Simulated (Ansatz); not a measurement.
Basis-set series for NO2, SMILES `[O]N=O` radical. Total charge 0; spin multiplicity 2. The structure was optimised at the PBE0-D4/def2-TZVP level.

Bond lengths: O1–N2 1.183 Å, N2–O3 1.183 Å. Angles: O1–N2–O3 134.8°.

| functional | basis | functions | energy (Eh) | HOMO (eV) | LUMO (eV) |
| --- | --- | --- | --- | --- | --- |
| PBE0-D4 | def2-SVP | 42 | -204.70900 | -8.04 | -3.39 |
| PBE0-D4 | def2-QZVPP | 171 | -204.96454 | -8.25 | -3.66 |
| ωB97M-V | def2-SVP | 42 | -204.86046 | -10.30 | -1.13 |
| ωB97M-V | def2-QZVPP | 171 | -205.12215 | -10.56 | -1.53 |

Question: Give the rows for def2-TZVPP. (Best estimate.)

Answer: The calculation gave: 
```json
{"functional": "PBE0-D4", "basis": "def2-TZVPP", "functions": "93", "energy (Eh)": "-204.95437", "HOMO (eV)": "-8.22", "LUMO (eV)": "-3.63"}
{"functional": "ωB97M-V", "basis": "def2-TZVPP", "functions": "93", "energy (Eh)": "-205.11254", "HOMO (eV)": "-10.52", "LUMO (eV)": "-1.48"}
```

HOMO and LUMO are taken over both spins.

Computed with Ansatz.
